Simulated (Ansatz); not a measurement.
**BH₂ radical (SMILES [BH2]): a rigid scan of the bond length B1–H2**

The task here is to estimate one member of a computed series from the others.

Method: single points in def2-TZVPP; program: Ansatz 0.2.0, Gaussian basis.

Levels: PBE-D4, r2SCAN-D4, PBE0-D4, B3LYP-D4, wB97M-V, Hartree-Fock, MP2, CCSD, CCSD(T). The scan takes 1.024, 1.060, 1.111, 1.171, 1.237, 1.309, 1.385, 1.465, 1.549 Å.

Correlated methods freeze the cores. Orbitals are unrestricted. B3LYP uses VWN-RPA correlation.

18 further runs of the same task are left out: 18 set aside as unsound or not needed.

### Starting geometry

SMILES `[BH2]`, 3 atoms, charge 0, spin multiplicity 2.

Atoms are counted from 1 here; the program's logs count them from 0.

Bond lengths: B1–H2 1.159 Å, B1–H3 1.159 Å. Angles: H2–B1–H3 128.4°.

Geometry (Å):

```xyz
3

B     0.2628   -0.1662    0.1286
H     0.2800    0.9853    0.2610
H    -0.5429   -0.8191   -0.3896
```

The first run:

The input, relax/in.yaml:

```yaml
crystal:
  periodic: [false, false, false]
  atoms:
    - {symbol: B, position_ang: [0.262840, -0.166230, 0.128640]}
    - {symbol: H, position_ang: [0.280020, 0.985320, 0.260980]}
    - {symbol: H, position_ang: [-0.542860, -0.819090, -0.389630]}
basis:
  gaussian: {orbitals: def2-TZVP}
magnetization: {spin_polarized: true, initial_magnetization: 1}
hamiltonian: {xc: pbe0, dispersion: d4}
relax: {f_tol: 0.005, max_steps: 200}
```

No record of the launch command was kept for these runs.

Steps of the session up to this table: Relaxation at PBE0-D4; Reference energies at the minimum; B1–H2 = 1.024 Å; B1–H2 = 1.060 Å; B1–H2 = 1.111 Å; B1–H2 = 1.171 Å; B1–H2 = 1.237 Å; B1–H2 = 1.309 Å; B1–H2 = 1.385 Å; B1–H2 = 1.465 Å; B1–H2 = 1.549 Å.

One table of the session follows, with a row left open; its other results are not shown here.

It belongs to the step «The curves». Energies less that of the minimum at the same level (meV):

```
bond length (Å)  PBE-D4  PBE0-D4  B3LYP-D4  wB97M-V  Hartree-Fock
          1.024     471      451       424      414           427
          1.060     276      259       240      232           239
          1.111      99       88        77       72            74
          1.171       ?        ?         ?        ?             ?
1.191 (minimum)       0        0         0        0             0
          1.237      17       24        29       32            34
          1.309     120      140       150      157           167
          1.385     301      336       348      362           385
          1.465     541      594       604      628           670
          1.549     827      899       904      940          1006
```

Estimate the missing values for bond length (Å) = 1.171.

The run gave: PBE-D4: 8; PBE0-D4: 5; B3LYP-D4: 2; wB97M-V: 1; Hartree-Fock: 1.

To keep in mind: A polynomial through the near points puts the CCSD(T) minimum 0.003 Å below the PBE0-D4 value.
